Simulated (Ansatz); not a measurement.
The reference is C in the diamond structure (space group Fd-3m, No. 227).

```xyz
2
Lattice="0.0000 1.7858 1.7858 1.7858 0.0000 1.7858 1.7858 1.7858 0.0000" Properties=species:S:1:pos:R:3 pbc="T T T"
C      1.7858     1.7858     1.7858
C      2.6787     2.6787     2.6787
```

Levels (all Ansatz, a program for electronic structure, PAW, earlier PAW set): PBE (420 eV, scalar-relativistic without spin-orbit coupling); r2SCAN (500 eV, no SOC); HSE06 (420 eV, without spin-orbit coupling); PBE+SOC (420 eV, noncollinear with spin-orbit coupling); HSE06+SOC (420 eV, spin-orbit coupling included).

Levels that relaxed their own cell: PBE.

| level | band gap | lattice parameter a |
|---|---|---|
| PBE | 4.13 eV | 3.572 Å |
| r2SCAN | 4.34 eV | – |
| HSE06 | 5.28 eV | – |
| PBE+SOC | 4.12 eV | – |
| HSE06+SOC | 5.28 eV | – |

What does experiment give, and how far off is each level?

Measured: band gap 5.48 eV (0 K or low temperature; as listed in arXiv:1206.3780); lattice parameter a 3.553 Å (static lattice; corrected from measurement; as listed in Daniel Mejia-Rodriguez, S. B. Trickey, Phys. Rev. B (2018)). Computed minus measured — band gap: PBE -1.35 eV, r2SCAN -1.14 eV, HSE06 -0.20 eV, PBE+SOC -1.36 eV, HSE06+SOC -0.20 eV (closest: HSE06 and HSE06+SOC); lattice parameter a: PBE +0.5 %. Measured values not marked as corrected hold thermal and zero-point effects that the static-lattice runs lack. A measured gap can be an optical one, lowered by exciton binding.

Single points use the geometry relaxed with PBE. HSE06 was sampled on its mesh, a few special points and the semilocal edge points, so its gap is an upper bound. Differences between runs with and without spin-orbit coupling are approximate. No phonon test of stability was made.
